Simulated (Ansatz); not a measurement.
C$_{4}$H$_{6}$ClF (`C=C(C)C(F)Cl`), relaxed with RKS PBE0-D4/def2-TZVP in the Gaussian-basis code of Ansatz from a PBE-D4/def2-SVP geometry. The force threshold is 0.005 eV/Å; the program also tests the step.

Charge 0, multiplicity 1.

Start:

```xyz
12

C    -1.257   -0.752    0.601
C    -0.192   -0.074    0.132
C     0.874    0.539    0.994
C    -0.029    0.123   -1.353
F    -1.093   -0.341   -2.065
Cl    1.480   -0.733   -1.936
H    -1.402   -0.895    1.683
H    -2.008   -1.175   -0.081
H     1.867    0.105    0.757
H     0.664    0.378    2.068
H     0.955    1.634    0.817
H     0.139    1.190   -1.617
```

(1) How much energy does the relaxation release, and in how many steps? (Best estimate.)

(2) Which bonds change most? (Estimate.)

(3) Give the relaxed structure. (Best estimate.)

Results:

(1) The calculation gave: 6.12 kJ/mol, in 10 steps.

(2) The calculation gave: C4–Cl6 from 1.829 to 1.794 Å; C1–C2 from 1.347 to 1.326 Å; C4–H12 from 1.112 to 1.093 Å; C1–H7 from 1.101 to 1.084 Å.

(3) The calculation gave: 
```xyz
12

C    -1.236   -0.749    0.596
C    -0.190   -0.082    0.128
C     0.867    0.532    0.986
C    -0.023    0.127   -1.343
F    -1.080   -0.330   -2.056
Cl    1.450   -0.707   -1.937
H    -1.371   -0.884    1.663
H    -1.981   -1.173   -0.064
H     1.841    0.074    0.796
H     0.625    0.409    2.042
H     0.970    1.602    0.780
H     0.127    1.181   -1.591
```
